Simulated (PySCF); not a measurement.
# How the functional moves excitation energies

Compound: methylcyclopropane, C₄H₈.
Bonds: C1–C2, C2–C3, C3–C4, C2–C4. Hydrogens: H5, H6, H7 on C1; H8 on C2; H9, H10 on C3; H11, H12 on C4.

Linear-response calculations in the def2-SVPD basis (PySCF; singlets by full response, triplets Tamm–Dancoff, core orbitals frozen in the response; HF means time-dependent Hartree–Fock). 'Strongest' is the level of largest summed f among the singlets computed (10 roots, of which the last may lack a degenerate partner); it can jump between rows when another state enters that window. S1 is the lowest singlet of each run and needn't be the same state throughout; f(S1) is that of one state. Isolated species at its PBE0-D3(BJ)/def2-SVP geometry, gas phase.

| functional | kind | S1 (eV) | f(S1) | strongest (eV) | T1 (eV) | HOMO (eV) | gap (eV) | ionisation energy, ΔSCF (eV) |
| --- | --- | --- | --- | --- | --- | --- | --- | --- |
| LDA | LDA | 7.04 | 0.017 | 8.14 | 6.93 | -6.75 | 7.00 | 10.10 |
| PBE | GGA | 6.98 | 0.017 | 8.02 | 6.85 | -6.64 | 6.95 | 9.95 |
| B3LYP | global hybrid, 20% exact exchange | 7.42 | 0.016 | 8.42 | 7.28 | -7.72 | 8.40 | 10.15 |
| PBE0 | global hybrid, 25% exact exchange | 7.68 | 0.015 | 8.70 | 7.52 | -7.93 | 8.92 | 10.14 |
| BHandHLYP | global hybrid, 50% exact exchange | 8.06 | 0.012 | 9.07 | 7.88 | -9.13 | 10.58 | 10.16 |
| CAM-B3LYP | range-separated hybrid | 7.83 | 0.011 | 8.86 | 7.66 | -9.32 | 10.92 | 10.25 |
| wB97X-D | range-separated hybrid | 8.12 | 0.010 | 9.11 | 7.99 | -9.81 | 12.43 | 10.19 |
| LC-wPBE | range-separated hybrid | 8.56 | 0.009 | 9.62 | 8.32 | -10.70 | 13.37 | 10.37 |
| HF | Hartree–Fock | 8.90 | 0.008 | 10.95 | 8.61 | -10.98 | 13.89 | not settled |

S1 runs from 6.98 eV (PBE) to 8.90 eV (HF), a spread of 1.92 eV, while the orbital gap spreads over 6.9 eV. Along PBE (0%), B3LYP (20%), PBE0 (25%), BHandHLYP (50%), HF (100%) S1 rises with the share of exact exchange. −ε(HOMO) comes closest to its own ΔSCF ionisation energy with LC-wPBE (+0.33 eV) and misses most with LDA (-3.36 eV). 'Not settled' means that the ion's SCF failed to converge or may have ended in another state than the lowest.
